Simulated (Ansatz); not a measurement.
# C2F (quartet): the correlation ladder, def2-QZVPP

An exercise on one series of results from a longer session: the logs are not shown, and one member is left open.

Method: def2-QZVPP, core rule «outside noble gas», up to 3 orbitals frozen; program: Ansatz 0.2.0, Gaussian basis.

To be run: UHF; ROHF; CCSD(T) on UHF.

### The geometry

The geometry is a PBE0/def2-TZVP stationary point (not a proven minimum).

3 atoms, charge 0, spin multiplicity 4.

Atoms are counted from 1 here; the program's logs count them from 0.

Bond lengths: C1–C2 1.444 Å, C2–F3 1.292 Å. Angles: C1–C2–F3 117.8°.

Coordinates:

```xyz
3

C     0.0000   -0.2306    1.3824
C     0.0000    0.5040    0.1387
F     0.0000   -0.1728   -0.9617
```

The first run:

in.yaml

```yaml
crystal:
  periodic: [false, false, false]
  atoms:
    - {symbol: C, position_ang: [0.000000, -0.230648, 1.382426]}
    - {symbol: C, position_ang: [0.000000, 0.503978, 0.138719]}
    - {symbol: F, position_ang: [0.000000, -0.172798, -0.961661]}
basis:
  gaussian: {orbitals: "def2-QZVPP.json"}
magnetization: {spin_polarized: true, initial_magnetization: 3}
hamiltonian: {xc: hf}
output: {orbitals: {seedname: orbitals}}
```

Launch:

```
$ ansatz run in.yaml --threads 1 --pin off --events-out ev --progress --plain --max-ram 2393MiB
```

Steps of the session up to this table: UHF; ROHF; CCSD(T) on UHF.

One table of the session follows, with a row left open; its other results are not shown here.

| method | from UCCSD(T) (meV) |
| --- | --- |
| ROHF | +14847.2 |
| UHF | ? |
| UMP2 | +1360.4 |
| UCCSD | +639.0 |
| UCCSD(T) | 0 |

Estimate the missing values for UHF.

The run gave: from UCCSD(T) (meV): +14677.3. In the column «from UCCSD(T) (meV)» it lies between UMP2 (+1360.4) and ROHF (+14847.2).
